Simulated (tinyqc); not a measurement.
Inside a calculation (part 1 of 2). Method: UHF in the sto-3g basis, for H2F+, spin multiplicity 1. Computed by tinyqc, a small Python program that keeps every step (integrals from PySCF). Settings: charge = 1, multiplicity = 1, basis = sto-3g, energy threshold = 1e-10, iteration cap = 76, orthogonalisation = symmetric, start = Wolfsberg-Helmholz matrix, DIIS depth = 6, damping = 0.2, method = UHF, break = 0.4. Command: `OMP_NUM_THREADS=1 python tinyqc.py 30890 30891 out.jsonl` (the two numbers bound the seeds that draw the settings). One thread of a shared host (Intel(R) Xeon(R) Processor @ 2.60GHz), about 0.1 s of CPU time with the checks. Later iterations appear only in the table of the cycle.

## One-electron integrals

Geometry (angstrom):

| atom | x | y | z |
|---|---|---|---|
| F | 0.000000 | 0.000000 | 0.000000 |
| H | 0.000000 | 1.085000 | 0.690000 |
| H | 0.000000 | -1.085000 | 0.690000 |

Basis sto-3g: exponents (1/bohr^2) and contraction coefficients of normalised primitives:

| element | l (shell) | exponent | coefficient |
|---|---|---|---|
| F | s (1) | 166.679130 | 0.154329 |
| F | s (1) | 30.360812 | 0.535328 |
| F | s (1) | 8.216821 | 0.444635 |
| F | s (2) | 6.464803 | -0.099967 |
| F | s (2) | 1.502281 | 0.399513 |
| F | s (2) | 0.488588 | 0.700115 |
| F | p (3) | 6.464803 | 0.155916 |
| F | p (3) | 1.502281 | 0.607684 |
| F | p (3) | 0.488588 | 0.391957 |
| H | s (1) | 3.425251 | 0.154329 |
| H | s (1) | 0.623914 | 0.535328 |
| H | s (1) | 0.168855 | 0.444635 |

Overlap, kinetic and nuclear-attraction integrals over the contracted functions; the nuclear repulsion is the sum of Za Zb / Rab.

nuclear repulsion = 7.65175041 hartree

overlap S, lower triangle:
```
           1F 1s     1F 2s    1F 2px     1F 2py    1F 2pz     2H 1s     3H 1s
1F 1s   1.000000
1F 2s   0.237990  1.000000
1F 2px  0.000000  0.000000  1.000000
1F 2py  0.000000  0.000000  0.000000   1.000000
1F 2pz  0.000000  0.000000  0.000000   0.000000  1.000000
2H 1s   0.020623  0.243402  0.000000   0.182707  0.116192  1.000000
3H 1s   0.020623  0.243402  0.000000  -0.182707  0.116192  0.089602  1.000000
```

kinetic energy T (hartree), lower triangle:
```
            1F 1s     1F 2s    1F 2px     1F 2py    1F 2pz      2H 1s     3H 1s
1F 1s   36.984577
1F 2s   -0.212858  1.037995
1F 2px   0.000000  0.000000  3.248015
1F 2py   0.000000  0.000000  0.000000   3.248015
1F 2pz   0.000000  0.000000  0.000000   0.000000  3.248015
2H 1s   -0.006718  0.007152  0.000000   0.058710  0.037336   0.760032
3H 1s   -0.006718  0.007152  0.000000  -0.058710  0.037336  -0.011343  0.760032
```

nuclear attraction V (hartree), lower triangle:
```
             1F 1s       1F 2s      1F 2px      1F 2py      1F 2pz      2H 1s      3H 1s
1F 1s   -77.832679
1F 2s    -9.372698  -12.364019
1F 2px    0.000000    0.000000  -12.239672
1F 2py    0.000000    0.000000    0.000000  -12.307569
1F 2pz   -0.008219   -0.102512    0.000000    0.000000  -12.267132
2H 1s    -0.831143   -2.129546    0.000000   -1.353508   -0.879392  -5.137795
3H 1s    -0.831143   -2.129546    0.000000    1.353508   -0.879392  -0.537415  -5.137795
```

core Hamiltonian H = T + V (hartree), lower triangle:
```
             1F 1s       1F 2s     1F 2px     1F 2py     1F 2pz      2H 1s      3H 1s
1F 1s   -40.848102
1F 2s    -9.585555  -11.326024
1F 2px    0.000000    0.000000  -8.991657
1F 2py    0.000000    0.000000   0.000000  -9.059555
1F 2pz   -0.008219   -0.102512   0.000000   0.000000  -9.019117
2H 1s    -0.837862   -2.122395   0.000000  -1.294798  -0.842056  -4.377763
3H 1s    -0.837862   -2.122395   0.000000   1.294798  -0.842056  -0.548758  -4.377763
```

## Two-electron integrals

Functions are numbered as in S; the eight-fold symmetry (ij|kl) = (ji|kl) = (kl|ij) leaves the list below.

Two-electron integrals (ij|kl) in chemists' order, unique and non-zero (hartree):
```
(11|11) 5.403501    (21|11) 0.841920    (21|21) 0.156299    (22|11) 1.268028
(22|21) 0.292344    (22|22) 0.926167    (31|31) 0.027998    (32|31) 0.043169
(32|32) 0.204588    (33|11) 1.264502    (33|21) 0.292403    (33|22) 0.925959
(33|33) 0.997514    (41|41) 0.027998    (42|41) 0.043169    (42|42) 0.204588
(43|43) 0.053770    (44|11) 1.264502    (44|21) 0.292403    (44|22) 0.925959
(44|33) 0.889973    (44|44) 0.997514    (51|51) 0.027998    (52|51) 0.043169
(52|52) 0.204588    (53|53) 0.053770    (54|54) 0.053770    (55|11) 1.264502
(55|21) 0.292403    (55|22) 0.925959    (55|33) 0.889973    (55|44) 0.889973
(55|55) 0.997514    (61|11) 0.073800    (61|21) 0.013597    (61|22) 0.025312
(61|33) 0.025276    (61|41) 0.000448    (61|42) 0.000848    (61|44) 0.025357
(61|51) 0.000285    (61|52) 0.000539    (61|54) 0.000052    (61|55) 0.025309
(61|61) 0.001194    (62|11) 0.208466    (62|21) 0.048801    (62|22) 0.175203
(62|33) 0.172565    (62|41) 0.002770    (62|42) 0.022744    (62|44) 0.178074
(62|51) 0.001762    (62|52) 0.014464    (62|54) 0.003503    (62|55) 0.174793
(62|61) 0.004311    (62|62) 0.042702    (63|31) 0.004843    (63|32) 0.029720
(63|43) 0.004641    (63|53) 0.002951    (63|63) 0.006024    (64|11) 0.127345
(64|21) 0.030170    (64|22) 0.116062    (64|33) 0.111309    (64|41) 0.006322
(64|42) 0.043767    (64|44) 0.124040    (64|51) 0.000941    (64|52) 0.008933
(64|54) 0.005145    (64|55) 0.112703    (64|61) 0.002761    (64|62) 0.034845
(64|64) 0.034308    (65|11) 0.080984    (65|21) 0.019186    (65|22) 0.073809
(65|33) 0.070786    (65|41) 0.000941    (65|42) 0.008933    (65|44) 0.072979
(65|51) 0.005441    (65|52) 0.035401    (65|54) 0.006036    (65|55) 0.077576
(65|61) 0.001756    (65|62) 0.022159    (65|64) 0.017987    (65|65) 0.017463
(66|11) 0.407363    (66|21) 0.096875    (66|22) 0.402211    (66|33) 0.390401
(66|41) 0.006030    (66|42) 0.071087    (66|44) 0.415404    (66|51) 0.003835
(66|52) 0.045207    (66|54) 0.015900    (66|55) 0.400513    (66|61) 0.008584
(66|62) 0.133169    (66|64) 0.127213    (66|65) 0.080901    (66|66) 0.774606
(71|11) 0.073800    (71|21) 0.013597    (71|22) 0.025312    (71|33) 0.025276
(71|41) -0.000448   (71|42) -0.000848   (71|44) 0.025357    (71|51) 0.000285
(71|52) 0.000539    (71|54) -0.000052   (71|55) 0.025309    (71|61) 0.001179
(71|62) 0.004192    (71|64) 0.002498    (71|65) 0.001709    (71|66) 0.008316
(71|71) 0.001194    (72|11) 0.208466    (72|21) 0.048801    (72|22) 0.175203
(72|33) 0.172565    (72|41) -0.002770   (72|42) -0.022744   (72|44) 0.178074
(72|51) 0.001762    (72|52) 0.014464    (72|54) -0.003503   (72|55) 0.174793
(72|61) 0.004192    (72|62) 0.033600    (72|64) 0.019166    (72|65) 0.016853
(72|66) 0.083235    (72|71) 0.004311    (72|72) 0.042702    (73|31) 0.004843
(73|32) 0.029720    (73|43) -0.004641   (73|53) 0.002951    (73|63) 0.004540
(73|73) 0.006024    (74|11) -0.127345   (74|21) -0.030170   (74|22) -0.116062
(74|33) -0.111309   (74|41) 0.006322    (74|42) 0.043767    (74|44) -0.124040
(74|51) -0.000941   (74|52) -0.008933   (74|54) 0.005145    (74|55) -0.112703
(74|61) -0.002498   (74|62) -0.019166   (74|64) -0.006709   (74|65) -0.009474
(74|66) -0.045537   (74|71) -0.002761   (74|72) -0.034845   (74|74) 0.034308
(75|11) 0.080984    (75|21) 0.019186    (75|22) 0.073809    (75|33) 0.070786
(75|41) -0.000941   (75|42) -0.008933   (75|44) 0.072979    (75|51) 0.005441
(75|52) 0.035401    (75|54) -0.006036   (75|55) 0.077576    (75|61) 0.001709
(75|62) 0.016853    (75|64) 0.009474    (75|65) 0.012900    (75|66) 0.045701
(75|71) 0.001756    (75|72) 0.022159    (75|74) -0.017987   (75|75) 0.017463
(76|11) 0.049279    (76|21) 0.011659    (76|22) 0.046099    (76|33) 0.045258
(76|44) 0.046122    (76|51) 0.000658    (76|52) 0.006714    (76|55) 0.046869
(76|61) 0.001019    (76|62) 0.011374    (76|64) 0.008247    (76|65) 0.006807
(76|66) 0.040161    (76|71) 0.001019    (76|72) 0.011374    (76|74) -0.008247
(76|75) 0.006807    (76|76) 0.004034    (77|11) 0.407363    (77|21) 0.096875
(77|22) 0.402211    (77|33) 0.390401    (77|41) -0.006030   (77|42) -0.071087
(77|44) 0.415404    (77|51) 0.003835    (77|52) 0.045207    (77|54) -0.015900
(77|55) 0.400513    (77|61) 0.008316    (77|62) 0.083235    (77|64) 0.045537
(77|65) 0.045701    (77|66) 0.243428    (77|71) 0.008584    (77|72) 0.133169
(77|74) -0.127213   (77|75) 0.080901    (77|76) 0.040161    (77|77) 0.774606
```

## Orthogonalisation

S = U s U^T; symmetric (Loewdin) form X = U s^(-1/2) U^T, so that X^T S X = 1.

eigenvalues of S: 0.601995  0.692956  0.910333  1.000000  1.087494  1.217441  1.489780

X, lower triangle:
```
            1F 1s      1F 2s    1F 2px     1F 2py     1F 2pz      2H 1s     3H 1s
1F 1s    1.022925
1F 2s   -0.129104   1.070567
1F 2px   0.000000   0.000000  1.000000
1F 2py   0.000000   0.000000  0.000000   1.028601
1F 2pz  -0.002640   0.022519  0.000000   0.000000   1.010477
2H 1s    0.012478  -0.127615  0.000000  -0.102758  -0.059628   1.045097
3H 1s    0.012478  -0.127615  0.000000   0.102758  -0.059628  -0.033898  1.045097
```

## Starting guess

The start is the generalised Wolfsberg-Helmholz matrix (K = 1.75) built on H, with HOMO and LUMO mixed by +/-0.4 rad for the two spins; D(s) = C_occ C_occ^T for each spin.

D(alpha) at the start, lower triangle:
```
            1F 1s      1F 2s     1F 2px     1F 2py    1F 2pz      2H 1s     3H 1s
1F 1s    1.046862
1F 2s   -0.198311   0.853033
1F 2px   0.000000   0.000000   0.848353
1F 2py   0.000000   0.000000  -0.145657   0.939234
1F 2pz   0.019982  -0.073163   0.000000   0.000000  0.975066
2H 1s   -0.049078   0.146601   0.273892   0.046502  0.040761   0.126355
3H 1s   -0.049078   0.146601  -0.273892  -0.046502  0.040761  -0.069634  0.126355
```

D(beta) at the start, lower triangle:
```
            1F 1s      1F 2s     1F 2px     1F 2py    1F 2pz      2H 1s     3H 1s
1F 1s    1.046862
1F 2s   -0.198311   0.853033
1F 2px   0.000000   0.000000   0.848353
1F 2py   0.000000   0.000000   0.145657   0.939234
1F 2pz   0.019982  -0.073163   0.000000   0.000000  0.975066
2H 1s   -0.049078   0.146601  -0.273892   0.046502  0.040761   0.126355
3H 1s   -0.049078   0.146601   0.273892  -0.046502  0.040761  -0.069634  0.126355
```

## Iteration 1: building the Fock matrix

J_ij = sum D_kl (ij|kl) with D = D(alpha) + D(beta), K_ij = sum D_kl (ik|jl) for each spin; F = H + J - K(s); E = tr D H + tr D J / 2 - 0.5 sum_s tr D(s) K(s) + E_nn.

Coulomb J (hartree), lower triangle:
```
            1F 1s      1F 2s    1F 2px     1F 2py    1F 2pz     2H 1s     3H 1s
1F 1s   20.277158
1F 2s    3.868230   9.572542
1F 2px   0.000000   0.000000  9.536822
1F 2py   0.000000   0.000000  0.000000   9.580643
1F 2pz  -0.004562  -0.003826  0.000000   0.000000  9.574070
2H 1s    0.336704   1.771745  0.000000   1.163917  0.741166  4.095547
3H 1s    0.336704   1.771745  0.000000  -1.163917  0.741166  0.462894  4.095547
```

exchange K(alpha) (hartree), lower triangle:
```
           1F 1s      1F 2s     1F 2px     1F 2py    1F 2pz     2H 1s     3H 1s
1F 1s   5.527226
1F 2s   0.968516   1.508789
1F 2px  0.000000   0.000000   1.154596
1F 2py  0.000000   0.000000  -0.073948   1.279592
1F 2pz  0.001886  -0.030639   0.000000   0.000000  1.291547
2H 1s   0.086102   0.334346   0.078049   0.194701  0.121368  0.239599
3H 1s   0.086102   0.334346  -0.078049  -0.194701  0.121368  0.056518  0.239599
```

exchange K(beta) (hartree), lower triangle:
```
           1F 1s      1F 2s     1F 2px     1F 2py    1F 2pz     2H 1s     3H 1s
1F 1s   5.527226
1F 2s   0.968516   1.508789
1F 2px  0.000000   0.000000   1.154596
1F 2py  0.000000   0.000000   0.073948   1.279592
1F 2pz  0.001886  -0.030639   0.000000   0.000000  1.291547
2H 1s   0.086102   0.334346  -0.078049   0.194701  0.121368  0.239599
3H 1s   0.086102   0.334346   0.078049  -0.194701  0.121368  0.056518  0.239599
```

F(alpha) (hartree), lower triangle:
```
             1F 1s      1F 2s     1F 2px     1F 2py     1F 2pz      2H 1s      3H 1s
1F 1s   -26.098169
1F 2s    -6.685842  -3.262271
1F 2px    0.000000   0.000000  -0.609432
1F 2py    0.000000   0.000000   0.073948  -0.758503
1F 2pz   -0.014667  -0.075699   0.000000   0.000000  -0.736594
2H 1s    -0.587261  -0.684996  -0.078049  -0.325583  -0.222258  -0.521815
3H 1s    -0.587261  -0.684996   0.078049   0.325583  -0.222258  -0.142382  -0.521815
```

F(beta) (hartree), lower triangle:
```
             1F 1s      1F 2s     1F 2px     1F 2py     1F 2pz      2H 1s      3H 1s
1F 1s   -26.098169
1F 2s    -6.685842  -3.262271
1F 2px    0.000000   0.000000  -0.609432
1F 2py    0.000000   0.000000  -0.073948  -0.758503
1F 2pz   -0.014667  -0.075699   0.000000   0.000000  -0.736594
2H 1s    -0.587261  -0.684996   0.078049  -0.325583  -0.222258  -0.521815
3H 1s    -0.587261  -0.684996  -0.078049   0.325583  -0.222258  -0.142382  -0.521815
```

total energy of this density = -98.36673493 hartree

This density is the starting one.

## Iteration 1: diagonalisation and new density

Diagonalise F' = X^T F X, C = X C', fill 5 alpha and 5 beta electrons from the bottom; D(s) = C_occ C_occ^T; the new density keeps 0.2 of the old one (damping). Each column has its largest component positive (the first on a tie).

F' = X^T F X (alpha) (hartree), lower triangle:
```
            1          2          3          4          5          6          7
1  -25.622692
2   -3.419334  -2.013154
3    0.000000   0.000000  -0.609432
4    0.000000   0.000000   0.092103  -0.672872
5   -0.023577  -0.016219   0.000000   0.000000  -0.704365
6   -0.026648  -0.313865  -0.091813  -0.245984  -0.152054  -0.347139
7   -0.026648  -0.313865   0.091813   0.245984  -0.152054  -0.033769  -0.347139
```

orbital energies (alpha) (hartree): MO1 -26.108349, MO2 -1.680510, MO3 -0.885201, MO4 -0.771462, MO5 -0.654500, MO6 -0.160797, MO7 -0.055974

coefficients C (alpha):
```
              MO1        MO2        MO3        MO4        MO5        MO6        MO7
1F 1s    0.994677  -0.251330   0.000000   0.052240   0.000000   0.089909   0.000000
1F 2s    0.021992   0.956927   0.000000  -0.238088   0.000000  -0.472209   0.000000
1F 2px   0.000000   0.000000  -0.045681   0.000000   0.960110   0.000000  -0.275867
1F 2py   0.000000   0.000000   0.808203   0.000000  -0.144422   0.000000  -0.636466
1F 2pz   0.001276   0.079078   0.000000   0.913907   0.000000  -0.432675   0.000000
2H 1s   -0.002869   0.109110   0.302165   0.185201   0.208782   0.696452   0.676595
3H 1s   -0.002869   0.109110  -0.302165   0.185201  -0.208782   0.696452  -0.676595
```

F' = X^T F X (beta) (hartree), lower triangle:
```
            1          2          3          4          5          6          7
1  -25.622692
2   -3.419334  -2.013154
3    0.000000   0.000000  -0.609432
4    0.000000   0.000000  -0.092103  -0.672872
5   -0.023577  -0.016219   0.000000   0.000000  -0.704365
6   -0.026648  -0.313865   0.091813  -0.245984  -0.152054  -0.347139
7   -0.026648  -0.313865  -0.091813   0.245984  -0.152054  -0.033769  -0.347139
```

orbital energies (beta) (hartree): MO1 -26.108349, MO2 -1.680510, MO3 -0.885201, MO4 -0.771462, MO5 -0.654500, MO6 -0.160797, MO7 -0.055974

coefficients C (beta):
```
              MO1        MO2        MO3        MO4        MO5        MO6        MO7
1F 1s    0.994677  -0.251330   0.000000   0.052240   0.000000   0.089909   0.000000
1F 2s    0.021992   0.956927   0.000000  -0.238088   0.000000  -0.472209   0.000000
1F 2px   0.000000   0.000000   0.045681   0.000000   0.960110   0.000000   0.275867
1F 2py   0.000000   0.000000   0.808203   0.000000   0.144422   0.000000  -0.636466
1F 2pz   0.001276   0.079078   0.000000   0.913907   0.000000  -0.432675   0.000000
2H 1s   -0.002869   0.109110   0.302165   0.185201  -0.208782   0.696452   0.676595
3H 1s   -0.002869   0.109110  -0.302165   0.185201   0.208782   0.696452  -0.676595
```

D(alpha) after iteration 1, lower triangle:
```
            1F 1s      1F 2s     1F 2px     1F 2py    1F 2pz      2H 1s     3H 1s
1F 1s    1.053596
1F 2s   -0.224516   0.948909
1F 2px   0.000000   0.000000   0.908789
1F 2py   0.000000   0.000000  -0.169596   0.727086
1F 2pz   0.027307  -0.128145   0.000000   0.000000  0.868198
2H 1s   -0.026297   0.077523   0.204098   0.180547  0.150457   0.170156
3H 1s   -0.026297   0.077523  -0.204098  -0.180547  0.150457  -0.084871  0.170156
```

D(beta) after iteration 1, lower triangle:
```
            1F 1s      1F 2s     1F 2px     1F 2py    1F 2pz      2H 1s     3H 1s
1F 1s    1.053596
1F 2s   -0.224516   0.948909
1F 2px   0.000000   0.000000   0.908789
1F 2py   0.000000   0.000000   0.169596   0.727086
1F 2pz   0.027307  -0.128145   0.000000   0.000000  0.868198
2H 1s   -0.026297   0.077523  -0.204098   0.180547  0.150457   0.170156
3H 1s   -0.026297   0.077523   0.204098  -0.180547  0.150457  -0.084871  0.170156
```

## Iteration 2: building the Fock matrix

As before.

Coulomb J (hartree), lower triangle:
```
            1F 1s      1F 2s    1F 2px     1F 2py    1F 2pz     2H 1s     3H 1s
1F 1s   20.025119
1F 2s    3.808985   9.422385
1F 2px   0.000000   0.000000  9.409863
1F 2py   0.000000   0.000000  0.000000   9.411933
1F 2pz  -0.007742  -0.007293  0.000000   0.000000  9.419030
2H 1s    0.331527   1.751879  0.000000   1.153752  0.736042  4.120159
3H 1s    0.331527   1.751879  0.000000  -1.153752  0.736042  0.461110  4.120159
```

exchange K(alpha) (hartree), lower triangle:
```
           1F 1s      1F 2s     1F 2px     1F 2py    1F 2pz     2H 1s     3H 1s
1F 1s   5.530632
1F 2s   0.955331   1.507710
1F 2px  0.000000   0.000000   1.211671
1F 2py  0.000000   0.000000  -0.112724   1.143473
1F 2pz  0.000995  -0.050705   0.000000   0.000000  1.223455
2H 1s   0.087639   0.326234   0.051081   0.227039  0.154782  0.296769
3H 1s   0.087639   0.326234  -0.051081  -0.227039  0.154782  0.046643  0.296769
```

exchange K(beta) (hartree), lower triangle:
```
           1F 1s      1F 2s     1F 2px     1F 2py    1F 2pz     2H 1s     3H 1s
1F 1s   5.530632
1F 2s   0.955331   1.507710
1F 2px  0.000000   0.000000   1.211671
1F 2py  0.000000   0.000000   0.112724   1.143473
1F 2pz  0.000995  -0.050705   0.000000   0.000000  1.223455
2H 1s   0.087639   0.326234  -0.051081   0.227039  0.154782  0.296769
3H 1s   0.087639   0.326234   0.051081  -0.227039  0.154782  0.046643  0.296769
```

F(alpha) (hartree), lower triangle:
```
             1F 1s      1F 2s     1F 2px     1F 2py     1F 2pz      2H 1s      3H 1s
1F 1s   -26.353616
1F 2s    -6.731901  -3.411349
1F 2px    0.000000   0.000000  -0.793465
1F 2py    0.000000   0.000000   0.112724  -0.791095
1F 2pz   -0.016956  -0.059100   0.000000   0.000000  -0.823542
2H 1s    -0.593974  -0.696750  -0.051081  -0.368086  -0.260796  -0.554373
3H 1s    -0.593974  -0.696750   0.051081   0.368086  -0.260796  -0.134291  -0.554373
```

F(beta) (hartree), lower triangle:
```
             1F 1s      1F 2s     1F 2px     1F 2py     1F 2pz      2H 1s      3H 1s
1F 1s   -26.353616
1F 2s    -6.731901  -3.411349
1F 2px    0.000000   0.000000  -0.793465
1F 2py    0.000000   0.000000  -0.112724  -0.791095
1F 2pz   -0.016956  -0.059100   0.000000   0.000000  -0.823542
2H 1s    -0.593974  -0.696750   0.051081  -0.368086  -0.260796  -0.554373
3H 1s    -0.593974  -0.696750  -0.051081   0.368086  -0.260796  -0.134291  -0.554373
```

total energy of this density = -98.59996089 hartree

This density is a damped mixture and is not idempotent.
